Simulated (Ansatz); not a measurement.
## Forms of AlAsH and their order

Ansatz 0.2.0, basis cc-pVTZ; geometries are PBE0/def2-TZVP minima. Wave-function levels freeze the cores with the filled d shells of p-block atoms; HF, MP2 and coupled cluster are restricted for singlets and unrestricted otherwise, restricted open-shell where a d shell is frozen, Kohn–Sham unrestricted where that lies lower. The reference is CCSDT(Q) (coupled cluster only where its series has nearly closed). Semilocal and hybrid functionals correlate all electrons outside any core potential and usually lie nearer their basis limit than the reference, so part of their error here is the reference's basis and frozen-core error; RPA and the MP2 part of double hybrids freeze the same cores as the reference. None of these values is a measured one. Energies are electronic, without zero-point terms. No spin–orbit coupling and no scalar relativity. The species are chosen: bound, without strong static correlation by their natural occupations or amplitudes, and with a ladder that closes on the reference, so errors are smaller than for species at large; levels whose determinant breaks symmetry or spin markedly are left out.

A. quartet; Al–As 2.506, As–H 1.536, angle at As 98°. Coordinates (Å): Al 0.000 0.029 1.851; As 0.000 -0.031 -0.654; H 0.000 1.485 -0.902
B. doublet; Al–As 2.281, As–H 1.561, angle at As 68°. Coordinates (Å): Al 0.000 -0.011 1.677; As 0.000 -0.015 -0.604; H 0.000 1.434 -0.024

Task: From bonding and spin, estimate the order of these in energy at CCSDT(Q), each at its own geometry.

Result: At CCSDT(Q), above the lowest of those listed: B (0.0 kJ/mol), A (162.1 kJ/mol).

```
   level  A less B (kJ/mol)
CCSDT(Q)              162.1
     MP2              171.3
    CCSD              151.3
 CCSD(T)              161.9
   CCSDT              160.9
     PBE              168.3
    PBE0              158.4
   B3LYP              169.4
 wB97M-V              181.3
```

Every level shown puts the same form lowest.

The geometries are PBE0's, not this basis's own minima.
